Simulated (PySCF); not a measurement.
Isomers of C4H4FN, mass 85.033 u with the commonest isotopes. Theory: PBE0-D3(BJ)/def2-SVP geometry optimisation, gas phase in PySCF 2.14.0. One conformer each, none proved a minimum here; rigid rotors.

**Question.** Order these by dipole moment, largest first.
A. `C/C(F)=C\C#N`
B. `C/C=C(\F)C#N`
C. `C/C(C#N)=C\F`
D. `[CH2:1]=[CH:2][C@H:3]([F:4])[C:5]#[N:6]` with C1–C2–C3–F4 -123°

**Answer.** B (4.02 D), D (3.65 D), A (3.23 D), C (2.87 D).

**Question.** Order these by rotational constant A, smallest first.
A. `C/C=C(\F)C#N`
B. `C/C(F)=C\C#N`
C. `C/C(C#N)=C\F`
D. `[CH2:1]=[CH:2][C@H:3]([F:4])[C:5]#[N:6]` with C1–C2–C3–F4 -123°

**Answer.** D (5576 MHz), C (7534 MHz), A (8434 MHz), B (8887 MHz).

**Question.** Order these by rotational constant B, smallest first.
A. `N#C/C=C(\C)F`
B. `C/C=C(\F)C#N`
C. `[CH2:1]=[CH:2][C@H:3]([F:4])[C:5]#[N:6]` with C1–C2–C3–F4 -123°

**Answer.** A (2198 MHz), B (2280 MHz), C (2698 MHz).

```
        SMILES  point group  Ia (u·Å²)  Ib (u·Å²)  Ic (u·Å²)      κ  μa (D)  μb (D)  μc (D)
C=C[C@H](F)C#N           C1      90.63     187.32     257.58  -0.59    3.55    0.17    0.86
  C/C(F)=C\C#N           Cs      56.87     229.88     283.58  -0.88    3.21    0.39    0.01
  C/C=C(\F)C#N            –      59.92     221.69     278.46  -0.86    3.92    0.89    0.01
  C/C(C#N)=C\F           Cs      67.08     218.23     282.14  -0.82    2.75    0.81    0.00
```
